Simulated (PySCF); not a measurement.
## EPR parameters of [C3H4F2O]+

Compound: C3H4F2O (charge +1 and doublet state).
Z-matrix (Å and degrees, GFN2-xTB geometry), rows numbered from 1:
```
C 
C   1  1.3783
O   2  1.3020  1  119.98
C   3  1.4023  2  123.38  1  -178.57
F   4  1.3222  3  108.32  2  -106.03
F   4  1.3245  3  111.10  2    13.77
H   1  1.0850  2  121.18  3    13.80
H   1  1.0829  2  120.68  3  -166.23
H   2  1.0957  1  120.89  3  -179.52
H   4  1.1127  3  107.98  2   135.25
```

The hyperfine couplings belong to this conformer and change with its torsions.

As a line formula: `[CH2][CH+]OC(F)F` [radical] (charge +1).

Computed with UKS B3LYP, pcH-1 on C F H O, non-relativistic, mean-field spin-orbit, GIAO in PySCF. Geometry: GFN2-xTB, one conformer, isolated ion. A GFN2-xTB geometry isn't a minimum of the functional, and hyperfine couplings can be far from their values at a DFT geometry, by a factor of two or more for some ions and for spin on atoms past the first row. The frame is twisted about the C1–C2 bond at this geometry (dihedral H7–C1–C2–O3 = 14°); couplings at other torsion angles weren't computed. Stability of the SCF solution: not tested.

* g1, g2, g3: 2.00221, 2.00322, 2.00495
* g_iso: 2.00346
* Form of g: rhombic: the two nearest values differ by 37 % of g3 − g1
* ⟨S²⟩: 0.7543 (exact 0.7500)
* α and β electrons: 24, 23
* Total energy: -391.28402 Eh
* Basis functions: 190

Hyperfine couplings atom by atom, in MHz; T1 to T3 are the principal values of the dipolar part; ρ(0) is the spin density at the nucleus:

```
atom  isotope  a_iso     T1     T2     T3  Mulliken spin population  ρ(0) (bohr⁻³)
  C1      13C   48.5  -54.6  -53.1  107.7                      0.67         0.0431
  C2      13C  -14.0  -18.2  -12.8   31.0                      0.16        -0.0125
  O3      17O  -26.6  -80.8   39.4   41.4                      0.21         0.0439
  C4      13C   -6.6   -1.7   -0.8    2.5                     -0.01        -0.0059
  F5      19F   18.4  -27.2  -26.4   53.6                      0.01         0.0044
  F6      19F   -2.9   -7.7   -3.4   11.2                      0.00        -0.0007
  H7       1H  -40.3  -23.8   -5.1   28.9                     -0.03        -0.0090
  H8       1H  -43.4  -25.2   -4.7   29.9                     -0.03        -0.0097
  H9       1H   -7.5   -9.7   -5.3   15.0                     -0.01        -0.0017
 H10       1H   28.1   -3.1   -1.6    4.7                      0.01         0.0063
```

Largest spin populations (Mulliken): C1 (+0.67), O3 (+0.21) and C2 (+0.16). Three atoms exceed +0.15. The angles at C1 add up to 360.0°, so it is planar; its axial dipolar tensor and the negative couplings of its protons fit spin in a p orbital normal to that plane.

Axes: g3 points within 10° of the O3–C4 bond.

Under fast tumbling the dipolar parts average out, and these isotropic splittings remain: 1 × 1H (H8, I = 1/2, 2 lines) with 1.55 mT, 1 × 1H (H7, I = 1/2, 2 lines) with 1.44 mT, 1 × 1H (H10, I = 1/2, 2 lines) with 1.00 mT, 2 × 19F (F5/F6, I = 1/2, 3 lines) with 0.28 mT and 1 × 1H (H9, I = 1/2, 2 lines) with 0.27 mT.

Class means assume fast exchange of nuclei equivalent by connectivity; if that motion is slow, each nucleus keeps its own coupling. H7 and H8 aren't averaged: C1 is flat or nearly so (angle sum 360°), and its turn about the short C1–C2 bond (1.38 Å) is taken as slow. The 19F value of +7.8 MHz is a mean of couplings from -2.9 to 18.4 MHz in this one geometry, not an average over conformers.

The 13C coupling of C1 (48.5 MHz) shows only in satellite lines or after enrichment, since that isotope makes up about 1.07 % of natural carbon.

The 17O coupling of O3 (-26.6 MHz) shows only in satellite lines or after enrichment, since that isotope makes up about 0.038 % of natural oxygen.

β density exceeds α density at some nuclei, such as C2 (-0.0125), H8 (-0.0097) and H7 (-0.0090), spin density in bohr⁻³. In a single determinant that takes different orbitals for the two spins, that is spin polarisation.
